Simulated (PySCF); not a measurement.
# Static response to an electric field

Chlorine monofluoride, ClF.
Cartesian coordinates in Å at the GFN2-xTB level; atoms count from 1:
```xyz
2
ClF angstrom
F      0.8422   -0.0030   -0.0027
Cl    -0.8394    0.0043   -0.0114
```

Level: CAM-B3LYP/def2-SVPD (PySCF), static field, nuclei fixed, core orbitals frozen in the response. The polarisability tensor in these axes (au):

```
x   23.38 -0.03  0.04
y   -0.03 15.90  0.00
z    0.04  0.00 15.90
```

Q: What are the eigenvalues, a third of the trace, and Δα (Δα² = ½Σ(αi − αj)² over the three pairs)?

A: Principal values 15.90, 15.90 and 23.38 au; mean 18.39 au = 2.73 Å³ = 3.03 × 10⁻⁴⁰ C²·m²/J; Δα = 7.48 au (41 % of the mean).

Q: What is the dipole moment, and where does it point?

A: (-1.14, 0.00, -0.01) D, 1.14 D in size, pointing from the negative to the positive side. Measured along this direction, the outermost atoms are F1 at the negative end and Cl2 at the positive end.

Q: Find the Langevin capture rate constant for H3O+ (19.018 u) meeting this molecule (53.967 u), k = 2.342 × 10⁻⁹ cm³/s × √(α in Å³ / reduced mass in u).

A: The reduced mass is 14.06 u, so k = 1.03 × 10⁻⁹ cm³/s. The formula leaves out the permanent dipole, which adds to the capture rate.

Q: Traceless (Buckingham) quadrupole moment about the centre of nuclear charge: eigenvalues?

A: -0.73, -0.73, 1.47 D·Å. The values depend on the origin, since the dipole doesn't vanish. The electronic extent ⟨r²⟩ about the same centre is 98 bohr², a root-mean-square distance of 1.03 Å for the 26 electrons.

Q: Molar refractivity from α?

A: Lorentz–Lorenz: R = (4π/3)N_A α = 2.5225 cm³/(mol·Å³) × 2.73 Å³ = 6.9 cm³/mol, in the limit of long wavelengths.

Q: Sum over states: ᾱ = Σ f/ω², ω in Eh. What share falls to these 8 lowest TDDFT singlets (eV, f)? 3.65, 0.0000; 3.65, 0.0000; 7.49, 0.0027; 7.49, 0.0027; 9.37, 0.0768; 9.37, 0.0768; 10.66, 0.0127; 10.66, 0.0127.

A: They add up to 1.53 au, 8.3 % of the 18.39 au; the largest single term is 0.65 au, from the state at 9.37 eV. Terms in order: 0.00, 0.00, 0.04, 0.04, 0.65, 0.65, 0.08, 0.08 au. Higher excitations give the rest. The strengths listed sum to 0.184.

Q: How large is μ²/3kT at 500 K beside α?

A: In Gaussian units μ²/3kT = 6.24 Å³ against 2.73 Å³, a ratio of 2.29; the Debye molar polarisation (4π/3)N_A(α + μ²/3kT) is 22.6 cm³/mol, leaving out the vibrational part.

Geometry: GFN2-xTB; no solvent, vibrations or thermal averaging.
